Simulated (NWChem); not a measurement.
# A workflow on HOF (hypofluorous acid), part 1 of 2

We compute a geometry optimisation (r2SCANh/def2-SVP), then the harmonic vibrations (r2SCANh/def2-SVP), then the charge distribution of HOF (hypofluorous acid). 

The results are computed with NWChem 7.3.0.

### Step 1. The system as given

HOF has 3 atoms, charge 0, and is taken as a singlet. SMILES: `OF`. All atoms were displaced at random from a relaxed shape. The run starts from this shape.

Bond lengths: O1–F2 1.419 Å, O1–H3 1.023 Å. Angles: F2–O1–H3 99.3°.

### Step 2. A geometry optimisation at r2SCANh/def2-SVP (trust 0.2) (run 1)

The input, fho.nw:

```
start fho
title "FHO optimise"
memory stack 880 mb heap 220 mb global 1100 mb
geometry units angstroms noautosym
  O     0.424235   -0.217038    0.200073
  F    -0.238761    1.020847   -0.000877
  H    -0.259268   -0.842543   -0.232817
end
basis spherical bse
  O library def2-SVP
  F library def2-SVP
  H library def2-SVP
end
dft
  xc hyb_mgga_xc_r2scanh
  grid coarse
  mulliken
  print low
end
driver
  maxiter 60
  trust 0.2
end
task dft optimize
```

Command:

```console
nwchem fho.nw > fho.out
```

Output:

```text
Northwest Computational Chemistry Package (NWChem) 7.3.0
             --------------------------------------------------------

           Job information
           ---------------

    nwchem branch   = 7.3.0
    use scalapack   = T
    input           = fho.nw
    prefix          = fho.
    data base       = ./fho.db
    status          = startup
    nproc           =        1

           Memory information
           ------------------

    heap     =     28835836 doubles =      220.0 Mbytes
    stack    =    115343361 doubles =      880.0 Mbytes
    global   =    144179200 doubles =     1100.0 Mbytes (distinct from heap & stack)
    total    =    288358397 doubles =     2200.0 Mbytes
    verify   = yes
    hardfail = no

           Directory information
           ---------------------

  0 permanent = .
  0 scratch   = .

                                NWChem Input Module
                                -------------------

                                   FHO optimise
                                   ------------

 Scaling coordinates for geometry "geometry" by  1.889725989
 (inverse scale =  0.529177249)

          ------
          auto-z
          ------
  no constraints, skipping    0.0000000000000000
  no constraints, skipping    0.0000000000000000

                             Geometry "geometry" -> ""
                             -------------------------

 Output coordinates in angstroms (scale by  1.889725989 to convert to a.u.)

  No.       Tag          Charge          X              Y              Z
 ---- ---------------- ---------- -------------- -------------- --------------
    1 O                    8.0000     0.36947039    -0.58419222     0.12452444
    2 F                    9.0000    -0.29352561     0.65369278    -0.07642556
    3 H                    1.0000    -0.31403261    -1.20969722    -0.30836556

      Atomic Mass
      -----------

      O                 15.994910
      F                 18.998400
      H                  1.007825

 Effective nuclear repulsion energy (a.u.)      33.5345980764

            Nuclear Dipole moment (a.u.)
            ----------------------------
        X                 Y               Z
 ---------------- ---------------- ----------------
     0.0000000000     0.0000000000    -0.0000000000

                                Z-matrix (autoz)
                                --------

 Units are Angstrom for bonds and degrees for angles

      Type          Name      I     J     K     L     M      Value
      ----------- --------  ----- ----- ----- ----- ----- ----------
    1 Stretch                  1     2                       1.41856
    2 Stretch                  1     3                       1.02266
    3 Bend                     2     1     3                99.28864

            XYZ format geometry
            -------------------
     3
 geometry
 O                     0.36947039    -0.58419222     0.12452444
 F                    -0.29352561     0.65369278    -0.07642556
 H                    -0.31403261    -1.20969722    -0.30836556

 ==============================================================================
                                internuclear distances
 ------------------------------------------------------------------------------
       center one      |      center two      | atomic units |  angstroms
 ------------------------------------------------------------------------------
    3 H                |   1 O                |     1.93254  |     1.02266
 ------------------------------------------------------------------------------
                         number of included internuclear distances:          1
 ==============================================================================

                      Basis "ao basis" -> "" (spherical)
                      -----
  [basis functions not shown]

 Summary of "ao basis" -> "" (spherical)
 ------------------------------------------------------------------------------
       Tag                 Description            Shells   Functions and Types
 ---------------- ------------------------------  ------  ---------------------
 O                          def2-SVP                 6       14   3s2p1d
 F                          def2-SVP                 6       14   3s2p1d
 H                          def2-SVP                 3        5   2s1p

                           NWChem Geometry Optimization
                           ----------------------------

                                   FHO optimise

  no constraints, skipping    0.0000000000000000
 maximum gradient threshold         (gmax) =   0.000450
 rms gradient threshold             (grms) =   0.000300
 maximum cartesian step threshold   (xmax) =   0.001800
 rms cartesian step threshold       (xrms) =   0.001200
 fixed trust radius                (trust) =   0.200000
 maximum step size to saddle      (sadstp) =   0.100000
 energy precision                  (eprec) =   5.0D-06
 maximum number of steps          (nptopt) =   60
 initial hessian option           (inhess) =    0
 line search option               (linopt) =    1
 hessian update option            (modupd) =    1
 saddle point option              (modsad) =    0
 initial eigen-mode to follow     (moddir) =    0
 initial variable to follow       (vardir) =    0
 follow first negative mode     (firstneg) =    T
 apply conjugacy                    (opcg) =    F
 source of zmatrix                         =   autoz

          -------------------
          Energy Minimization
          -------------------

 Names of Z-matrix variables
    1              2              3

 Variables with the same non-blank name are constrained to be equal

[... 27 lines left out ...]
            Nuclear Dipole moment (a.u.)
[... 28 lines left out ...]
   convergence    iter        energy       DeltaE   RMS-Dens  Diis-err    time
[... 10 lines left out ...]
         Total DFT energy =     -175.296532886810
      One electron energy =     -309.965286528505
           Coulomb energy =      120.348289153401
    Exchange-Corr. energy =      -19.214133588069
 Nuclear repulsion energy =       33.534598076362
[... 35 lines left out ...]
@ ---- ---------------- -------- -------- -------- -------- -------- --------
@    0    -175.29653289  0.0D+00  0.04198  0.02431  0.00000  0.00000      1.2
[... 41 lines left out ...]
   convergence    iter        energy       DeltaE   RMS-Dens  Diis-err    time
[... 8 lines left out ...]
         Total DFT energy =     -175.298753003427
      One electron energy =     -310.844193384113
           Coulomb energy =      120.763722503221
    Exchange-Corr. energy =      -19.248226040387
 Nuclear repulsion energy =       34.029943917852
[... 25 lines left out ...]
     step= 1.00 grad=-5.6D-03 hess= 3.4D-03 energy=   -175.298753 mode=downhill
 new step= 0.83                   predicted energy=   -175.298855
[... 29 lines left out ...]
            Nuclear Dipole moment (a.u.)
[... 28 lines left out ...]
   convergence    iter        energy       DeltaE   RMS-Dens  Diis-err    time
[... 7 lines left out ...]
         Total DFT energy =     -175.298731713000
      One electron energy =     -310.690713072920
           Coulomb energy =      120.693614143376
    Exchange-Corr. energy =      -19.242279148148
 Nuclear repulsion energy =       33.940646364692
[... 36 lines left out ...]
@    1    -175.29873171 -2.2D-03  0.00553  0.00323  0.03048  0.06449      2.9
[... 40 lines left out ...]
   convergence    iter        energy       DeltaE   RMS-Dens  Diis-err    time
[... 7 lines left out ...]
         Total DFT energy =     -175.298760500417
      One electron energy =     -310.576816600321
           Coulomb energy =      120.638571526473
    Exchange-Corr. energy =      -19.238469646330
 Nuclear repulsion energy =       33.877954219760
[... 25 lines left out ...]
     step= 1.00 grad=-7.2D-05 hess= 4.3D-05 energy=   -175.298761 mode=downhill
 new step= 0.83                   predicted energy=   -175.298762
[... 29 lines left out ...]
            Nuclear Dipole moment (a.u.)
[... 28 lines left out ...]
   convergence    iter        energy       DeltaE   RMS-Dens  Diis-err    time
[... 6 lines left out ...]
         Total DFT energy =     -175.298761627033
      One electron energy =     -310.595908001590
           Coulomb energy =      120.647888574720
    Exchange-Corr. energy =      -19.239118390409
 Nuclear repulsion energy =       33.888376190246
[... 36 lines left out ...]
@    2    -175.29876163 -3.0D-05  0.00010  0.00006  0.00285  0.00565      4.3
[... 40 lines left out ...]
   convergence    iter        energy       DeltaE   RMS-Dens  Diis-err    time
[... 4 lines left out ...]
         Total DFT energy =     -175.298761639532
      One electron energy =     -310.587309256477
           Coulomb energy =      120.643572005904
    Exchange-Corr. energy =      -19.239000622554
 Nuclear repulsion energy =       33.883976233595

 Numeric. integr. density =       18.000005702499

     Total iterative time =      0.2s

     ---------------------------------------------
      Total Density - Mulliken Population Analysis
     ---------------------------------------------

    Atom       Charge   Shell Charges
 -----------   ------   -------------------------------------------------------
    1 O    8     8.05   1.99  1.14  0.68  2.72  1.50  0.02
    2 F    9     9.17   1.99  1.16  0.82  3.26  1.92  0.01
    3 H    1     0.79   0.68  0.04  0.07

     -------------------------------------------
      Total Density - Lowdin Population Analysis
     -------------------------------------------

    Atom       Charge   Shell Charges
 -----------   ------   -------------------------------------------------------
    1 O    8     7.98   1.98  0.96  0.66  2.58  1.77  0.03
    2 F    9     9.10   1.98  1.06  0.82  3.16  2.07  0.01
    3 H    1     0.91   0.56  0.17  0.18
 Line search:
     step= 1.00 grad=-4.3D-08 hess= 3.1D-08 energy=   -175.298762 mode=accept
 new step= 1.00                   predicted energy=   -175.298762
  no constraints, skipping    0.0000000000000000
  no constraints, skipping    0.0000000000000000
  no constraints, skipping    0.0000000000000000

          --------
          Step   3
          --------

                         Geometry "geometry" -> "geometry"
                         ---------------------------------

 Output coordinates in angstroms (scale by  1.889725989 to convert to a.u.)

  No.       Tag          Charge          X              Y              Z
 ---- ---------------- ---------- -------------- -------------- --------------
    1 O                    8.0000     0.35935184    -0.60049385     0.11728013
    2 F                    9.0000    -0.29627977     0.63831386    -0.07969614
    3 H                    1.0000    -0.30115991    -1.17801668    -0.29785066

      Atomic Mass
      -----------

      O                 15.994910
      F                 18.998400
      H                  1.007825

 Effective nuclear repulsion energy (a.u.)      33.8839762336

            Nuclear Dipole moment (a.u.)
            ----------------------------
        X                 Y               Z
 ---------------- ---------------- ----------------
    -0.1754857769    -0.4481348071    -0.1452724512

                                 NWChem DFT Module
                                 -----------------

                                   FHO optimise

  The DFT is already converged

         Total DFT energy =   -175.298761639532

                         DFT ENERGY GRADIENTS

    atom               coordinates                        gradient
                 x          y          z           x          y          z
   1 O       0.679077  -1.134769   0.221627   -0.000005  -0.000035  -0.000007
   2 F      -0.559888   1.206238  -0.150604   -0.000013   0.000044  -0.000002
   3 H      -0.569110  -2.226129  -0.562856    0.000019  -0.000009   0.000009

  no constraints, skipping    0.0000000000000000

  ---- ---------------- -------- -------- -------- -------- -------- --------
@    3    -175.29876164 -1.2D-08  0.00004  0.00003  0.00011  0.00026      5.1
                                     ok       ok       ok       ok

                                Z-matrix (autoz)
                                --------

 Units are Angstrom for bonds and degrees for angles

      Type          Name      I     J     K     L     M      Value     Gradient
      ----------- --------  ----- ----- ----- ----- ----- ---------- ----------
    1 Stretch                  1     2                       1.41538    0.00004
    2 Stretch                  1     3                       0.97064   -0.00001
    3 Bend                     2     1     3                98.39680    0.00002

      ----------------------
      Optimization converged
      ----------------------

  ---- ---------------- -------- -------- -------- -------- -------- --------
@    3    -175.29876164 -1.2D-08  0.00004  0.00003  0.00011  0.00026      5.1
                                     ok       ok       ok       ok

                                Z-matrix (autoz)
                                --------

 Units are Angstrom for bonds and degrees for angles

      Type          Name      I     J     K     L     M      Value     Gradient
      ----------- --------  ----- ----- ----- ----- ----- ---------- ----------
    1 Stretch                  1     2                       1.41538    0.00004
    2 Stretch                  1     3                       0.97064   -0.00001
    3 Bend                     2     1     3                98.39680    0.00002

                         Geometry "geometry" -> "geometry"
                         ---------------------------------

 Output coordinates in angstroms (scale by  1.889725989 to convert to a.u.)

  No.       Tag          Charge          X              Y              Z
 ---- ---------------- ---------- -------------- -------------- --------------
    1 O                    8.0000     0.35935184    -0.60049385     0.11728013
    2 F                    9.0000    -0.29627977     0.63831386    -0.07969614
    3 H                    1.0000    -0.30115991    -1.17801668    -0.29785066

      Atomic Mass
      -----------

      O                 15.994910
      F                 18.998400
      H                  1.007825

 Effective nuclear repulsion energy (a.u.)      33.8839762336

            Nuclear Dipole moment (a.u.)
            ----------------------------
        X                 Y               Z
 ---------------- ---------------- ----------------
    -0.1754857769    -0.4481348071    -0.1452724512

                Final and change from initial internal coordinates
                --------------------------------------------------

                                Z-matrix (autoz)
                                --------

 Units are Angstrom for bonds and degrees for angles

      Type          Name      I     J     K     L     M      Value       Change
      ----------- --------  ----- ----- ----- ----- ----- ---------- ----------
    1 Stretch                  1     2                       1.41538   -0.00318
    2 Stretch                  1     3                       0.97064   -0.05202
    3 Bend                     2     1     3                98.39680   -0.89184

 ==============================================================================
                                internuclear distances
 ------------------------------------------------------------------------------
       center one      |      center two      | atomic units |  angstroms
 ------------------------------------------------------------------------------
    3 H                |   1 O                |     1.83424  |     0.97064
 ------------------------------------------------------------------------------
                         number of included internuclear distances:          1
 ==============================================================================

 Task  times  cpu:        5.1s     wall:        5.1s
 Total times  cpu:        5.1s     wall:        5.1s
```

Run time: 6 s. Hardware: 1 thread of Intel Xeon Platinum 8259CL at 2.50GHz (Skylake/Cascade Lake), shared host; peak memory 0.11 GiB.

Steps, from the record of the run:

| step | energy from the first frame kept (eV) |
| --- | --- |
| 0 | 0.0000 |
| 1 | -0.0598 |
| 2 | -0.0606 |
| 3 | -0.0606 |

After the run. Bond lengths: O1–F2 1.415 Å, O1–H3 0.971 Å. Angles: F2–O1–H3 98.4°.

(Continued in part 2 of 2.)
